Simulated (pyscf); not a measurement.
Thermochemistry of product channels of H₃C–S–CH₃ (SMILES CSC) on the singlet surface, in kJ/mol, from ωB97M-D3(BJ)/def2-TZVP energies (ideal gas, 1 atm, RRHO with modes under 100 cm⁻¹ raised to 100, one conformer, R ln 2 for rigid chiral ones). Optimised with ωB97X-D3(BJ)/def2-SVP in PySCF.

| products | ΔE | ΔH(298 K) | ΔG(298 K) | ΔG(1200 K) |
|---|---|---|---|---|
| H₃C–CH₂–SH (SMILES CCS) | -6.4 | -8.7 | -10.5 | -15.9 |
| C₂H₄S (SMILES C1CS1) + H₂ (SMILES [H][H]) | +144.5 | +121.3 | +90.9 | -5.2 |
| CH₄ (SMILES C) + H₂C=S (SMILES C=S) | ? | +89.4 | +49.4 | -66.2 |

Q: What belongs in the gaps?

A: 
- CH₄ (SMILES C) + H₂C=S (SMILES C=S), ΔE: +101.1

The channel to CH₄ + H₂C=S turns favourable between 298 and 1200 K (ΔG from +49.4 kJ/mol to -66.2 kJ/mol).

These are energies of the channels, which say nothing of barriers.
